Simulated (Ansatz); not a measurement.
Saddle point of SiH3F, singlet (SiH₂ + HF → SiH₃F ([F][SiH3]); bonds formed: Si1–H2, Si1–F3; bonds broken: H2–F3), PBE0-D4/def2-TZVP structure:

Si1  (-0.450, -0.032, 0.370)
H2  (0.012, -1.146, -0.803)
F3  (0.853, -0.430, -1.041)
H4  (0.470, 0.266, 1.514)
H5  (-0.885, 1.341, -0.040)
(Å)

Energies are electronic, without zero-point energy. Barriers and step energies count from the start structure reached by relaxing down the imaginary mode; all methods use the PBE0-D4 structures, on which another method's saddle can fall below an end. Ansatz 0.2.0; basis: def2-TZVPP, with def2-QZVPP for the basis limit; cores frozen in the correlated methods. B3LYP uses VWN-RPA correlation. Extrapolation: Hartree–Fock as exp(−7.88 √X), correlation as X^−2.97.

```json
{"method": "SPW92", "barrier (kJ/mol)": "0.2", "step energy (kJ/mol)": "-321.2"}
{"method": "PBE-D4", "barrier (kJ/mol)": "?", "step energy (kJ/mol)": "-316.5"}
{"method": "BLYP-D4", "barrier (kJ/mol)": "23.4", "step energy (kJ/mol)": "-319.6"}
{"method": "r2SCAN-D4", "barrier (kJ/mol)": "19.5", "step energy (kJ/mol)": "-346.2"}
{"method": "B97M-V", "barrier (kJ/mol)": "41.1", "step energy (kJ/mol)": "-330.0"}
{"method": "PBE0-D4", "barrier (kJ/mol)": "33.7", "step energy (kJ/mol)": "-331.3"}
{"method": "B3LYP-D4", "barrier (kJ/mol)": "?", "step energy (kJ/mol)": "-332.7"}
{"method": "r2SCAN0-D4", "barrier (kJ/mol)": "36.1", "step energy (kJ/mol)": "-350.4"}
{"method": "BHLYP-D4", "barrier (kJ/mol)": "58.1", "step energy (kJ/mol)": "-349.3"}
{"method": "CAM-B3LYP-D4", "barrier (kJ/mol)": "39.6", "step energy (kJ/mol)": "-342.1"}
{"method": "wB97X-V", "barrier (kJ/mol)": "41.2", "step energy (kJ/mol)": "-343.7"}
{"method": "wB97M-V", "barrier (kJ/mol)": "45.6", "step energy (kJ/mol)": "-327.5"}
{"method": "B2PLYP", "barrier (kJ/mol)": "40.2", "step energy (kJ/mol)": "-341.3"}
{"method": "PBE-QIDH", "barrier (kJ/mol)": "?", "step energy (kJ/mol)": "-348.1"}
{"method": "RPA on PBE", "barrier (kJ/mol)": "47.4", "step energy (kJ/mol)": "-325.5"}
{"method": "HF", "barrier (kJ/mol)": "98.4", "step energy (kJ/mol)": "-361.5"}
{"method": "MP2", "barrier (kJ/mol)": "43.1", "step energy (kJ/mol)": "-350.3"}
{"method": "CCSD", "barrier (kJ/mol)": "61.8", "step energy (kJ/mol)": "-336.7"}
{"method": "CCSD(T)", "barrier (kJ/mol)": "51.1", "step energy (kJ/mol)": "-334.2"}
```

Problem. Fill in the withheld barriers. (To be estimated.)

Solution. The calculation gives: PBE-QIDH 44.4; B3LYP-D4 37.0; PBE-D4 15.1 kJ/mol. Each is the energy of the saddle less that of the start structure, by the same method.

For comparison, the barrier by CCSD(T) at an estimated basis limit (MP2 extrapolated from triple and quadruple zeta, plus CCSD(T) − MP2 in triple zeta) is 47.5 kJ/mol.

T1 diagnostic: at most 0.017. The restricted Hartree–Fock reference is unstable towards an unrestricted one at one or more of these structures.

Losses and insertions of silylenes and their heavier kin drive the gas-phase chemistry of silicon and germanium vapour deposition.

Labels in which every atom is bracketed show which atoms are joined, not bond orders.

For scale, one of the runs: CCSD(T)/def2-TZVPP, 115 basis functions, launched by `ansatz run in.yaml --threads 2 --pin off --events-out ev --progress --plain --max-ram 4352MiB`. The run took about 3.8 s on 2 CPU threads of an Intel Xeon Platinum 8488C (shared host).
